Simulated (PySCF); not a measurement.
C₃H₇OP.
Numbering: `[CH3:1][PH:2][C:3]([CH3:4])=[O:5]` (hydrogens: H6, H7, H8 on C1; H9 on P2; H10, H11, H12 on C4)

Torsions of this conformer, `[CH3:1][PH:2][C:3]([CH3:4])=[O:5]`: C1–P2–C3–C4 48°.

The closed-shell ground state was solved at several levels (PySCF, density fitting, gas phase, non-relativistic). The structure is a single PBE0-D3(BJ)/def2-SVP conformer in the gas phase; no vibrational or solvent corrections.

```tsv
level	basis functions	HOMO (eV)	LUMO (eV)	gap (eV)	dipole (D)
PBE0/pcSseg-1	127	-6.73	-0.80	5.93	3.23
B3LYP/pcSseg-2	285	-6.53	-1.16	5.37	3.32
```

(1) Estimate the row for PBE0/def2-SVPD, a basis of 163 functions; the other rows only guide the guess.

(2) Over all these levels, which gives the widest orbital gap and which the narrowest?

(3) How far do the dipole and the HOMO energy spread over the levels?

## Answers

(1) HOMO -6.77 eV, LUMO -0.94 eV, gap 5.83 eV, dipole 3.38 D.

(2) PBE0/pcSseg-1 (global hybrid, 25 % exact exchange) has the widest, 5.93 eV, and B3LYP/pcSseg-2 (global hybrid, 20 % exact exchange) the narrowest, 5.37 eV. Functional and basis both differ between the two, so the spread mixes both effects.

(3) The dipole runs from 3.23 to 3.38 D (mean 3.31 D) and the HOMO from -6.77 to -6.53 eV.
